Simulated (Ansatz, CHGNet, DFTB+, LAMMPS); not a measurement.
**Ladder of methods for the lattice parameter a of fcc Ni**

Reference value: 3.508 Å (measured, static lattice: zero-point anharmonic expansion removed; as tabulated in Mejia-Rodriguez and Trickey (2018), arXiv:1807.09216).

| level (code) | value (Å) |
|---|---|
| MEAM library.meam-Ni (LAMMPS) | 3.520 |
| GFN1-xTB (DFTB+) | 3.828 |
| CHGNet 0.3.0 (CHGNet) | [?] |
| LDA (Ansatz) | 3.423 |
| PBE (Ansatz) | 3.519 |
| PBEsol (Ansatz) | [?] |
| rVV10 (Ansatz) | 3.539 |
| r²SCAN+rVV10 (Ansatz) | 3.467 |
| HSE06 (Ansatz) | [?] |

Q: What belongs in the gaps?

A: 
- CHGNet 0.3.0 (CHGNet), value (Å): 3.503
- PBEsol (Ansatz, a program for electronic structure), value (Å): 3.463
- HSE06 (Ansatz), value (Å): 3.511

Errors against the reference: MEAM library.meam-Ni +0.34 %, GFN1-xTB +9.12 %, CHGNet 0.3.0 -0.14 %, LDA -2.42 %, PBE +0.31 %, PBEsol -1.28 %, rVV10 +0.88 %, r²SCAN+rVV10 -1.17 %, HSE06 +0.09 %.

Leaving aside MEAM library.meam-Ni, which can be fitted to such values or carry a doubt: Nearest, and too close to rank with a margin of 0.10 % (twice that across the reference) picked here for doubts on the reference and the settings: HSE06 (+0.09 %), CHGNet 0.3.0 (-0.14 %). Farthest off: GFN1-xTB (+9.12 %). Within 0.3 %: CHGNet 0.3.0, HSE06.

Spin-polarised runs: LDA (parallel moments), PBE (parallel moments), PBEsol (parallel moments), rVV10 (parallel moments), r²SCAN+rVV10 (parallel moments), HSE06 (parallel moments). GFN1-xTB: the cell moved over 20 % in volume from its start. GFN1-xTB: the method was fitted mainly to molecules. Cutoffs and k meshes differ between the levels. Ansatz's density-functional and Hartree–Fock values are scalar-relativistic unless marked +SOC, with PAW data made under PBE.

Empirical potentials (MEAM library.meam-Ni) are fitted to chosen data, which need not cover the solid at hand: agreement can be built in, and what lay outside the fit can be far off. Machine-learned potentials (CHGNet 0.3.0) are trained on DFT data, which may include these solids.

Differences are worked out from the printed values.
